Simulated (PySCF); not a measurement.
Gas-phase reaction: 4 SiH3Cl ⇌ SiCl4 + 3 SiH4

Energies from PySCF (xtb for GFN2), thermal terms from the rigid-rotor harmonic-oscillator model, ideal gas at 1 bar. Table values come from the NASA 1993 polynomials. † marks an energy on the PBE0/def2-TZVP geometry and frequencies; other levels use their own. CCSD(T) freezes the core. 6-31G* has spherical d functions here. All species are closed-shell singlets. B3LYP is the form with VWN-RPA correlation. For this reaction the table lies outside the span of B3LYP, CCSD(T), M06-2X, MP2, PBE0, r2SCAN, ωB97M-V, ωB97X-V in their largest bases here; which side is off was not settled. CCSD(T) isn't extrapolated to the basis-set limit; its ΔH°(298 K) is -30.2 kJ in def2-SVP and -16.0 kJ in def2-TZVPP. The harmonic model lacks anharmonicity and excited electronic states, which grow with temperature; levels with a mode under 35 cm⁻¹ are left out. The table's entry may be an old estimate for SiH3Cl, SiCl4 (not checked at source).

ΔH° and ΔS° at 298 K: table 8 kJ, -58 J/K; B3LYP/6-31G* -6 kJ, -58 J/K; B3LYP/def2-TZVP† -5 kJ, -57 J/K; CCSD(T)/def2-TZVPP† -16 kJ, -57 J/K; GFN2-xTB 115 kJ, -52 J/K; PBE/def2-SVP -34 kJ, -56 J/K.

Q: With the heat capacities included, give log10 K at 500, 600, 800, 1400, 1800 K for each.

A: 
```json
[
 {"T (K)": "500", "table": "-3.8", "B3LYP/6-31G*": "-2.3", "B3LYP/def2-TZVP†": "-2.4", "CCSD(T)/def2-TZVPP†": "-1.2", "GFN2-xTB": "-14.7", "PBE/def2-SVP": "0.7"},
 {"T (K)": "600", "table": "-3.6", "B3LYP/6-31G*": "-2.4", "B3LYP/def2-TZVP†": "-2.4", "CCSD(T)/def2-TZVPP†": "-1.5", "GFN2-xTB": "-12.7", "PBE/def2-SVP": "0.1"},
 {"T (K)": "800", "table": "-3.4", "B3LYP/6-31G*": "-2.5", "B3LYP/def2-TZVP†": "-2.5", "CCSD(T)/def2-TZVPP†": "-1.8", "GFN2-xTB": "-10.1", "PBE/def2-SVP": "-0.6"},
 {"T (K)": "1400", "table": "-3.1", "B3LYP/6-31G*": "-2.5", "B3LYP/def2-TZVP†": "-2.5", "CCSD(T)/def2-TZVPP†": "-2.1", "GFN2-xTB": "-6.9", "PBE/def2-SVP": "-1.4"},
 {"T (K)": "1800", "table": "-3.0", "B3LYP/6-31G*": "-2.5", "B3LYP/def2-TZVP†": "-2.5", "CCSD(T)/def2-TZVPP†": "-2.2", "GFN2-xTB": "-5.9", "PBE/def2-SVP": "-1.7"}
]
```
Ten kJ in ΔG° is worth 1.04 decades in K at 500 K and 0.29 at 1800 K. Holding ΔH° and ΔS° at their 298 K values would give -3.3 (table), -2.8 (B3LYP/6-31G*), -2.8 (B3LYP/def2-TZVP†) at 1800 K.
